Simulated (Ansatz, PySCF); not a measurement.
Bond stretch in H6Si2, SMILES [SiH3][SiH3]. The Si1–Si5 bond (Si1 also carries H, H, H; Si5 carries H, H, H) is varied alone, starting from the PBE0/def2-TZVP optimised geometry.

- RKS-LDA (SVWN5) = restricted LDA (SVWN5)/def2-TZVP (PySCF)
- RHF/LANL2DZ = restricted Hartree-Fock/LANL2DZ, with its core potentials past Ne run with PySCF 2.14.0
- UKS-B3LYP/6-31G* = unrestricted B3LYP/6-31G*, spherical d (PySCF 2.14.0)
- RKS-PBE = Ansatz (a first-principles code) with restricted PBE/def2-TZVP
- RKS-BP86/6-31G* = restricted BP86/6-31G*, spherical d (PySCF)

Energies are in kJ/mol, each relative to the lowest point of its own curve near equilibrium.

```csv
R / Å,RKS-LDA (SVWN5),RHF/LANL2DZ,UKS-B3LYP/6-31G*,RKS-PBE,RKS-BP86/6-31G*
1.89,166.6,202.4,200.4,187.3,196.9
1.98,___,114.3,114.5,106.2,112.7
2.10,31.9,43.2,44.6,40.9,44.2
2.18,___,17.3,18.7,16.9,18.7
2.28,0.5,2.1,2.8,2.4,2.9
2.34,0.0,0.0,0.0,0.0,0.0
2.43,___,4.1,2.8,2.8,2.4
2.46,8.5,6.9,5.2,5.2,4.7
2.56,22.3,20.7,17.5,16.7,16.1
2.70,47.8,47.3,41.8,39.7,39.2
2.88,86.0,88.1,79.5,75.4,75.0
3.14,143.2,151.2,136.5,130.1,129.2
3.51,217.3,238.9,210.6,202.0,199.3
3.82,268.4,305.7,259.3,251.9,247.8
4.21,318.1,378.7,289.6,300.4,295.0
4.71,361.8,___,304.3,342.9,336.7
5.15,386.6,503.9,___,366.8,360.5
5.67,404.9,548.2,—,384.3,377.9
6.34,417.5,___,—,396.4,389.8
7.03,423.6,611.1,—,402.3,395.3
```

Some entries are withheld; supply them.


- 1.98, RKS-LDA (SVWN5): 91.0
- 2.18, RKS-LDA (SVWN5): 11.3
- 2.43, RKS-LDA (SVWN5): 5.4
- 4.71, RHF/LANL2DZ: 453.5
- 5.15, UKS-B3LYP/6-31G*: 309.0
- 6.34, RHF/LANL2DZ: 586.6

Dashes: no converged value, or the column stops at the first point that the program doubted or that broke a chosen test of continuity, which isn't proof of a fault.

The restricted form behind RKS-LDA (SVWN5), RHF/LANL2DZ, RKS-PBE, RKS-BP86/6-31G* keeps the bonding electrons paired and can't separate into open-shell fragments. The unrestricted solution behind UKS-B3LYP/6-31G* changes between 3.82 and 4.21 Å and between 5.15 and 5.67 Å, which can leave a kink. The unrestricted determinant behind UKS-B3LYP/6-31G* is spin-contaminated at 3.82 to 5.15 Å (<S²> up to 1.0, against 0.00 for a pure singlet).
